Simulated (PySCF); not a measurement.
`[CH3+]`, [CH3]+, charge +1

Geometry:
| atom | x (Å) | y (Å) | z (Å) |
| --- | --- | --- | --- |
| C1 | 0.011 | -0.002 | 0.017 |
| H2 | 1.106 | -0.140 | -0.029 |
| H3 | -0.657 | -0.715 | -0.498 |
| H4 | -0.416 | 0.849 | 0.576 |

Total charge +1.

Theory: PySCF 2.14.0, GIAO B3LYP/def2-SVP magnetisability, rotational g tensor and spin-rotation constants, non-relativistic, gas phase. Geometry: PBE0-D3(BJ)/def2-SVP.

For an ion the centre-of-mass motion in the field is neglected.

Q: Give the nuclear spin-rotation constants along the inertial axes (H = +C I·J) beside the isotropic shieldings.

A: Rotational constants 274.1676, 274.1123, 137.0701 GHz. A star marks the isotopologue with that one atom substituted, in its own axes.
```
atom  isotope  Caa (kHz)  Cbb (kHz)  Ccc (kHz)  mean (kHz)  σ (ppm)
  H2       1H      9.326      9.324    -17.076       0.524     15.7
  H3       1H      9.325      9.323    -17.076       0.524     15.7
  H4       1H      9.327      9.325    -17.076       0.526     15.7
  C1     13C*    269.861    269.807     15.335     185.001   -200.0
```
Where two moments of inertia are equal or nearly so, the constants along those axes are given as their average.
For the geometry as given, no vibrational averaging.
